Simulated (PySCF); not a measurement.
Broadened absorption spectrum of C4H9Cl

Compound: C₄H₉Cl.
Structure used (GFN2-xTB), in Å, numbered top down from 1:
```xyz
14
C4H9Cl angstrom
C      1.2608   -0.6824   -0.1395
C     -0.0204   -0.0497    0.3960
C      0.0249    1.4710    0.2511
C     -1.2411   -0.5858   -0.3437
Cl    -1.4776   -2.3267   -0.0342
H      2.1210   -0.3223    0.4191
H      1.3986   -0.4291   -1.1888
H      1.2181   -1.7647   -0.0474
H     -0.1219   -0.3000    1.4572
H      0.8884    1.8694    0.7775
H      0.1017    1.7517   -0.7972
H     -0.8713    1.9274    0.6650
H     -1.1281   -0.4706   -1.4221
H     -2.1538   -0.0887   -0.0150
```

Computed with PySCF, TDDFT CAM-B3LYP/def2-SVPD, vertical, gas phase, core orbitals frozen in the response.

Each state is given a Gaussian of 0.25 eV full width at half maximum, with ε(max) = 2.175×10⁸ f / Δν̃ (Δν̃ the width in cm⁻¹). The width is an assumption, not a result. The curve ends short of the highest state used, and states not computed would add to its high-energy end.

(E (eV), ε (L mol⁻¹ cm⁻¹)): (7.07, 1), (7.11, 3), (7.14, 7), (7.18, 22), (7.21, 44), (7.24, 83), (7.28, 174), (7.31, 275), (7.34, 403), (7.38, 594), (7.41, 728), (7.44, 825), (7.48, 866), (7.51, 820), (7.54, 719), (7.58, 535), (7.61, 392), (7.64, 266), (7.68, 140), (7.71, 79), (7.74, 42), (7.78, 16), (7.81, 9), (7.84, 9), (7.88, 23), (7.91, 54), (7.94, 117), (7.98, 297), (8.01, 546), (8.04, 931), (8.08, 1689), (8.11, 2420), (8.15, 3481), (8.18, 4192), (8.21, 4686), (8.25, 4839), (8.28, 4543), (8.31, 3956), (8.35, 2925), (8.38, 2135), (8.41, 1444), (8.45, 761), (8.48, 431), (8.51, 226)

Q: Locate the maxima and give the states behind the curve.

A: 166 nm (7.47 eV), ε about 870, made up of S1 (40%) and S2 (60%); 150 nm (8.24 eV), ε about 4900, made up of S3 (36%) and S4 (64%) (ε in L mol⁻¹ cm⁻¹; maxima over ε = 5, shares over 10%). The states used: S1 7.45 eV (f 0.0033); S2 7.49 eV (f 0.0049); S3 8.20 eV (f 0.017); S4 8.26 eV (f 0.029); S5 8.94 eV (f 0.0020); S6 8.98 eV (f 0.043); S7 9.11 eV (f 0.043); S8 9.11 eV (f 0.011).

Q: What would ε be at 8.24 eV, the highest of these maxima, with half the width (0.125 eV)?

A: About 8860 L mol⁻¹ cm⁻¹ against 4860, a factor of about 1.8; a lone state at its own centre would give exactly 2.

Q: Coming from long wavelengths, where does ε first pass 100 L mol⁻¹ cm⁻¹?

A: At about 171 nm (7.25 eV), 0.20 eV below S1.

Hardware: Arm Neoverse V1, one thread (shared host). Cost: 39 s.

One conformer stands for the species.
